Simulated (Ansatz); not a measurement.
**Relaxing Ir**

Level of theory: DFT r2SCAN, scalar-relativistic, plane waves, PAW (Ansatz 0.2.0). Cutoff 500 eV, Γ-centred k mesh, Gaussian smearing, no spin polarisation in the final step.

Ir was placed on the lonsdaleite structure type (P6_3/mmc, No. 194), at a guessed volume.

```
Ir
1.0
     3.44128    0.00000    0.00000
    -1.72064    2.98024    0.00000
     0.00000    0.00000    5.67812
Ir
4
Direct
  0.33333 0.66667 0.43750
  0.66667 0.33333 0.93750
  0.66667 0.33333 0.56250
  0.33333 0.66667 0.06250
```

Cell and atoms relax at zero pressure; the relaxation can't lower the symmetry of the start. After a coarse first stage the cell is made exact in the group found at 0.06 Å.

Energies count from the standard state of Ir at the same level.

(1) Describe the relaxed structure.

(2) What are its volume, energy, density and gap?

## Answers

(1) It keeps P6_3/mmc (No. 194). The result has the lonsdaleite structure. Conventional cell: a = 3.936 Å, c = 6.319 Å. Around Ir lie 4 Ir at 2.40 Å.

```
Ir
1.0
     3.93599    0.00000    0.00000
    -1.96800    3.40867    0.00000
     0.00000    0.00000    6.31908
Ir
4
Direct
  0.33333 0.66667 0.43956
  0.66667 0.33333 0.93956
  0.66667 0.33333 0.56044
  0.33333 0.66667 0.06044
```

(2) The volume per atom is 21.19 Å³ and the density is 15.06 g/cm³. The energy over the standard structure is 1.07 eV/atom and the gap on the 15×15×8 mesh is 0 eV (a metal).

The final run used a 15×15×8 mesh on its 4-atom cell and 0.10 eV smearing. For metals, differences of a few meV/atom aren't resolved. Spin–orbit coupling is left out. A structure relaxed within its symmetry needn't be a true minimum.